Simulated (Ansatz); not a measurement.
# SiHF (SMILES F[SiH]) at 6 levels

Aim: a comparison of 6 runs (HF/STO-3G, UHF/STO-3G, PBE/STO-3G, UB3LYP/STO-3G, BCCD(T)/STO-3G, CCSDTQ/STO-3G) of SiHF. 

Program for the calculation: Ansatz 0.2.0.

61 further runs of the same task are left out: 7 that didn't finish, 54 set aside as unsound or not needed.

## Step 1: Starting point

SiHF: 3 atoms, total charge 0, spin state singlet. SMILES: `F[SiH]`. The Si2–F1 distance was set to 3.224 Å, away from the relaxed value. At this shape a bond of the SMILES string is far longer than usual.

Bond lengths: Si2–H3 1.541 Å.

## Step 2: A single-point energy at HF/STO-3G (run 1)

in.yaml

```yaml
crystal:
  periodic: [false, false, false]
  atoms:
    - symbol: F
      position_ang: [-2.367172, -0.580587, -1.378383]
    - symbol: Si
      position_ang: [0.186800, 0.629400, 0.173800]
    - symbol: H
      position_ang: [0.892400, -0.718600, 0.415300]
basis:
  gaussian: {orbitals: STO-3G}
hamiltonian: {xc: hf}
accuracy: high
```

The run is started by

```bash
$ ansatz run in.yaml --threads 1 --pin off --max-ram 2610MiB --events-out events.jsonl --progress --plain --runs-dir runs
```

What it wrote:

```text
Warning: RAYON_NUM_THREADS=1 ignored (pool sized by the plan → 1); use --threads N
Functional definition: HF
  name "HF"
  exchange = exact_x
  correlation = 0
226 factors; integrals over basis functions are off by at most 3.3e-8 eV
mean field evaluation 1: about -10440.2989 eV, gradient 1.1e1 eV
mean field evaluation 2: about -10440.3035 eV, gradient 1.1e1 eV
mean field evaluation 4: about -10441.1749 eV, gradient 7.9e0 eV
mean field evaluation 8: about -10442.0642 eV, gradient 9.4e0 eV
mean field evaluation 16: about -10444.6589 eV, gradient 3.6e-6 eV
mean field evaluation 32: about -10396.1204 eV, gradient 1.0e2 eV
mean field evaluation 64: about -10443.6220 eV, gradient 8.7e0 eV
mean field -10444.65887603 eV, -383.8341340502 hartree, gradient 1.6e-8 eV, S^2 0.000000; 1 other end points of the search recorded, 0 dependent functions left out
reference -10444.65887603 eV, -383.8341340502 hartree; 12, 12 occupied and 3, 3 virtual orbitals, 226 factors
Total energy: -10444.65887603 eV, -383.8341340502 hartree
```

It took 0.08 s on 1 thread of AMD EPYC 9R14 (Zen 4), shared host.

## Step 3: The energy at UHF/STO-3G (run 2)

in.yaml

```yaml
crystal:
  periodic: [false, false, false]
  atoms:
    - {symbol: F, position_ang: [-2.367172, -0.580587, -1.378383]}
    - {symbol: Si, position_ang: [0.186800, 0.629400, 0.173800]}
    - {symbol: H, position_ang: [0.892400, -0.718600, 0.415300]}
basis:
  gaussian:
    orbitals: STO-3G
magnetization:
  spin_polarized: true
  initial_magnetization: 0
hamiltonian:
  xc: hf
accuracy: high
```

The run is started by

```bash
$ ansatz run in.yaml --threads 1 --pin off --max-ram 2610MiB --events-out events.jsonl --progress --plain --runs-dir runs
```

What it wrote, cut to the lines that bear on the results:

```text
Warning: RAYON_NUM_THREADS=1 ignored (pool sized by the plan → 1); use --threads N
[... 2 set-up lines as earlier in the session ...]
[...]
226 factors; integrals over basis functions are off by at most 3.3e-8 eV
[...]
mean field -10450.36596689 eV, -384.0438657707 hartree, gradient 2.5e-8 eV, S^2 1.003139; 7 other end points of the search recorded, 0 dependent functions left out
reference -10450.36596689 eV, -384.0438657707 hartree; 12, 12 occupied and 3, 3 virtual orbitals, 226 factors
Total energy: -10450.36596689 eV, -384.0438657707 hartree
```

Run time: 0.26 s. Hardware: 1 thread of AMD EPYC 9R14 (Zen 4), shared host.

Run 3 isn't shown in full; the table further down has it.

## Step 4: A single-point energy at UB3LYP/STO-3G (run 4)

run.yaml

```yaml
basis:
  gaussian:
    orbitals: STO-3G
crystal:
  periodic: [false, false, false]
  atoms:
    - symbol: F
      position_ang: [-2.367172, -0.580587, -1.378383]
    - symbol: Si
      position_ang: [0.186800, 0.629400, 0.173800]
    - symbol: H
      position_ang: [0.892400, -0.718600, 0.415300]
magnetization:
  spin_polarized: true
hamiltonian:
  xc: {name: B3LYP}
accuracy: high
```

The run is started by

```bash
$ ansatz run run.yaml --threads 1 --pin off --max-ram 2610MiB --events-out events.jsonl --progress --plain --runs-dir runs
```

What it wrote:

```text
Warning: RAYON_NUM_THREADS=1 ignored (pool sized by the plan → 1); use --threads N
Functional definition: B3LYP
  name "B3LYP"
  parameter a0 = 0.2
  parameter ax = 0.72
  parameter ac = 0.81
  exchange = (1 - a0 - ax)*slater_x + ax*b88_x + a0*exact_x
  correlation = (1 - ac)*vwn_rpa_c + ac*lyp_c
226 factors; integrals over basis functions are off by at most 3.3e-8 eV
mean field evaluation 1: about -10462.4538 eV, gradient 1.1e1 eV
mean field evaluation 2: about -10105.2840 eV, gradient 1.5e1 eV
mean field evaluation 4: about -10462.1527 eV, gradient 9.8e0 eV
mean field evaluation 8: about -10469.6631 eV, gradient 1.5e1 eV
mean field evaluation 16: about -10471.3336 eV, gradient 1.8e0 eV
mean field evaluation 32: about -10462.0452 eV, gradient 1.0e1 eV
mean field -10472.49547442 eV, -384.8571101725 hartree, gradient 1.5e-8 eV, S^2 0.888654; 6 other end points of the search recorded, 0 dependent functions left out
reference -10472.49549714 eV, -384.8571110075 hartree; 12, 12 occupied and 3, 3 virtual orbitals, 226 factors
Total energy: -10472.49549714 eV, -384.8571110075 hartree
```

Run time: 1.4 s. Hardware: 1 thread of AMD EPYC 9R14 (Zen 4), shared host; peak memory 0.14 GiB.

Run 5 isn't shown in full; the table further down has it.

## Step 5: The energy at CCSDTQ/STO-3G (run 6)

run.yaml

```yaml
crystal:
  periodic: [false, false, false]
  atoms:
    - symbol: F
      position_ang: [-2.367172, -0.580587, -1.378383]
    - symbol: Si
      position_ang: [0.186800, 0.629400, 0.173800]
    - symbol: H
      position_ang: [0.892400, -0.718600, 0.415300]
basis:
  gaussian:
    orbitals: STO-3G
total_charge: 0
accuracy: high
correlation:
  method: ccsdtq
  frozen_orbitals: {F: 1, H: 0, Si: 5}
scf:
  omitted_lower_state_checks: [cluster_reference, increment]
```

The run is started by

```bash
$ ansatz run run.yaml --threads 1 --pin off --max-ram 2610MiB --events-out events.jsonl --progress --plain --runs-dir runs
```

What it wrote:

```text
Warning: RAYON_NUM_THREADS=1 ignored (pool sized by the plan → 1); use --threads N
[... 13 lines left out ...]
6 core orbitals not correlated: weight in the atoms' cores, before any rotation towards them, 1.000 or more for the frozen orbitals, at most 0.000 for the correlated occupied ones
[... 202 lines left out ...]
WARN: these amplitudes may be one of several solutions (largest doubles amplitude 0.93, level shift 19.93 eV)
Total energy: -10451.35546122 eV, -384.0802290165 hartree
Checks for a lower state left out: cluster_reference, increment
```

Wall time 5.1 s (1 thread of AMD EPYC 9R14 (Zen 4), shared host); peak memory 0.22 GiB.

## Step 6: All runs side by side

| run | level | frozen core orbitals | energy (Eh) | wall time |
| --- | --- | --- | --- | --- |
| 1 | HF/STO-3G | – | -383.834134 | 0.08 s |
| 2 | UHF/STO-3G | – | -384.043866 | 0.26 s |
| 3 | PBE/STO-3G | – | -384.578229 | 1.2 s |
| 4 | UB3LYP/STO-3G | – | -384.857111 | 1.4 s |
| 5 | BCCD(T)/STO-3G | 6 | -384.080202 | 0.2 s |
| 6 | CCSDTQ/STO-3G | 6 | -384.080229 | 5.1 s |

## Step 7: Results

```
                                          quantity          value
                               run 6: total energy  -384.08023 Eh
run 6: correlation energy (6 core orbitals frozen)     -246.1 mEh
                              run 6: T1 diagnostic          0.121
```

**Reading.** Below the UHF energy at the same shape and in the same basis (STO-3G): BCCD(T) -36.3 mEh; CCSDTQ -36.4 mEh. Some of these start from another determinant than that one, so these aren't their correlation energies. Totals of different functionals can't be ranked against each other. In runs 5, 6 the log says that unrestricted orbitals would lower the reference, so the values rest on an unstable closed-shell determinant (other closed-shell runs at this shape may share the fault). In runs 1, 2, 3, 4, 5, 6 the basis is minimal, so the values are rough. In runs 1, 3 a closed-shell determinant meets a far-stretched bond, which it describes badly. Spin contamination of the reference: run 2 ⟨S²⟩ = 1.00, run 4 ⟨S²⟩ = 0.89. Where it is this large, the reference is a mixture of spin states, and values that rest on it are in doubt. All runs together took 8.3 s, the longest 5.1 s.
